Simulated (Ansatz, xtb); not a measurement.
# CH3SSi−: 4 structures ranked

4 gas-phase structures of CH3SSi−, found in a search over its isomers (lower ones may exist). Each was relaxed with GFN2-xTB:

A. `C=[SiH][S-]`, a singlet
B. `[CH-]1[SiH2]S1`, a singlet
C. `C1[SiH-]S1`, a singlet
D. `C[Si-]=S`, a singlet

Problem. Make a reasoned guess at their ranking by r2SCAN-D4/def2-SVPD single-point energy.

Solution. Calculated order at r2SCAN-D4/def2-SVPD: D (0.000), A (0.074), C (1.009), B (2.487) eV.

Energies above the lowest of each column, in eV; the last columns are at PBE0-D3(BJ)/def2-SVPD geometries and were run for some of them only (a dash: not run or not comparable):

| structure | GFN2-xTB | HF/STO-3G | r2SCAN-D4/def2-SVPD | PBE0-D3(BJ)/def2-SVPD | CCSD(T)/def2-SVPD + ΔMP2/def2-TZVPPD |
| --- | --- | --- | --- | --- | --- |
| D | 0.257 | 0.401 | 0.000 | 0.000 | 0.000 |
| A | 0.000 | 1.383 | 0.074 | 0.172 | 0.135 |
| C | 1.137 | 0.000 | 1.009 | 0.939 | 0.957 |
| B | 1.378 | 2.635 | 2.487 | – | – |

CCSD(T)/def2-SVPD + ΔMP2/def2-TZVPPD puts D lowest of those it was run on; GFN2-xTB picks A, HF/STO-3G picks C. Frequencies (PBE0-D3(BJ)/def2-SVPD) were run for A, C, D alone. The ΔMP2 step shifts differences by up to 0.139 eV, which makes them less sure. ΔMP2 is the change of the MP2 energy from the smaller to the larger basis.

Over these structures GFN2-xTB departs from r2SCAN-D4/def2-SVPD by 0.455 eV on average once a common shift is removed. A GFN2-xTB relaxation took about 0.22 s and the r2SCAN-D4/def2-SVPD energy about 3.8 s on a shared host (Ansatz 0.2.0, xtb 6.7.1).
